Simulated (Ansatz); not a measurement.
What does this script print? It uses Ansatz 0.2.0, Python API.

The script, `methods.py`:
```python
"""C3H4ClN at several levels of theory."""

from pathlib import Path

import ansatz as az
import numpy as np

geometry_ang = [
    ("C", (-0.4446, -0.4798, -0.8754)),
    ("N", (0.5743, -0.5964, 0.0766)),
    ("C", (0.4032, -0.3215, 1.3868)),
    ("C", (1.3377, 0.4403, 0.6719)),
    ("Cl", (0.9591, 2.0535, 0.2935)),
    ("H", (-1.2632, 0.2926, -0.5671)),
    ("H", (-0.0621, -0.1, -1.8452)),
    ("H", (-0.9419, -1.3849, -1.056)),
    ("H", (-0.474, 0.0498, 1.8978)),
]
geometry = az.Crystal.molecule()
for symbol, xyz in geometry_ang:
    geometry = geometry.atom(symbol, xyz)

model = geometry.calculation().basis(gaussian="def2-SVP").accuracy("medium").scf(lower_state_search="light")

print("functional    E (Ha)        dipole (D)   HOMO (eV)  LUMO (eV)")
for name in ["pbe0", "lda", "cam_b3lyp", "pbe", "b3lyp"]:
    rep = model.functional(name).forces().orbitals().run(threads=1, runs_dir="runs").report
    lines = Path(rep["orbitals_path"]).read_text().splitlines()
    field_of = lambda key: [line.split("=")[1].strip() for line in lines if line.startswith(key)]
    orbitals = [(27.211386 * float(e), s, float(n)) for e, s, n in zip(field_of("Ene="), field_of("Spin="), field_of("Occup="))]
    homo = max(e for e, _, n in orbitals if n > 0.5)
    lumo = min(e for e, _, n in orbitals if n < 0.5)
    dipole = 4.803205 * np.linalg.norm(rep["charge_distribution"]["dipole_moment_e_ang"])
    print(f"{name:10s} {rep['free_energy_ev'] / 27.211386246:14.6f} {dipole:9.3f} {homo:11.3f} {lumo:10.3f}")
```

```console
$ python methods.py
functional    E (Ha)        dipole (D)   HOMO (eV)  LUMO (eV)
pbe0          -630.837676     2.632      -5.150     -2.991
lda           -628.189955     2.464      -4.039     -3.908
cam_b3lyp     -631.102067     2.598      -6.386     -1.769
pbe           -630.796145     2.431      -3.958     -3.778
b3lyp         -631.201418     2.494      -4.905     -3.131
```

What to keep in mind:
- These settings explore the input space; basis and method may be short of convergence.
- The geometry is a force-field or estimated start, not a minimum of this method, and the basis set is short of its limit. A lower total doesn't mark the better method: functionals have no common bound, and MP2 and coupled cluster aren't variational.
- b3lyp holds the VWN-RPA fit, as in Gaussian; the form of ORCA and Turbomole is b3lyp5.
- Levels such as HOMO and LUMO are orbital energies: with these approximate functionals they aren't the ionisation energy and electron affinity, and their gap isn't the fundamental gap.
- It ran for 18 s on 1 thread of Arm Neoverse V2 (shared host), peak memory 0.28 GiB.

(Lines on the test bed's own set-up are left out of the output.)
